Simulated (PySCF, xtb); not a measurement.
C2H3, SMILES [CH]=C, multiplicity 2.

Harmonic wavenumbers (cm⁻¹) from GFN2-xTB run with xtb at its own minimum, in rising order: 655, 736, 949, 965, 1356, 1729, 2834, 3032, 3190.

Question: What does PBE-D3(BJ)/def2-TZVP in PySCF give at its own minimum? (Estimate from the structure and the level; the computed values follow.)

Answer: 680, 783, 882, 1005, 1343, 1617, 2972, 3070, 3178. Paired by order, the mean absolute difference is 55 cm⁻¹ and the zero-point energies are 22.1 and 22.2 kcal/mol.
